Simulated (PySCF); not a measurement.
Geometries of 2 isomers of C6H6, from PySCF 2.14.0, PBE0-D3(BJ)/def2-SVP geometry optimisation, gas phase. One conformer each, no zero-point energy, no frequencies.

Question: Which isomer lies lower at this level?
A.
```xyz
12
angstrom
C      3.823   -0.627    0.892
C      2.669   -0.477    0.534
C      1.369   -0.306    0.133
C      0.216   -0.158   -0.232
C     -1.169    0.033   -0.632
C     -2.062    0.545    0.498
H      4.841   -0.760    1.208
H     -1.560   -0.924   -1.020
H     -1.197    0.735   -1.484
H     -2.072   -0.160    1.342
H     -3.095    0.671    0.142
H     -1.706    1.515    0.873
```
B.
```xyz
12
angstrom
C      1.270    0.762   -0.128
C      1.375   -0.548    0.142
C     -0.033   -0.871   -0.334
C     -1.172   -0.646    0.648
C     -1.277    0.663    0.377
C     -0.154    0.653   -0.649
H      1.932    1.620    0.018
H      2.154   -1.167    0.594
H     -0.162   -1.621   -1.129
H     -1.672   -1.315    1.353
H     -1.894    1.472    0.777
H     -0.370    1.000   -1.671
```

Answer: B. That is bicyclo[2.2.0]hexa-2,5-diene (`C1=CC2C=CC12`), 8.2 kcal/mol below the other.

```tsv
SMILES	atoms numbered as above	E (Eh)	relative (kcal/mol)	relative (kJ/mol)	dipole (D)
C1=CC2C=CC12	[CH:1]1=[CH:2][C@H:3]2[CH:4]=[CH:5][C@@H:6]12	-231.68472	0.0	0.0	0.01
C#CC#CCC	[CH:1]#[C:2][C:3]#[C:4][CH2:5][CH3:6]	-231.67166	8.2	34.3	1.32
```

As drawn, the lower has a four-membered ring and a C=C bond outside aromatic rings, which the higher lacks; the higher has a C≡C bond, which the lower lacks.
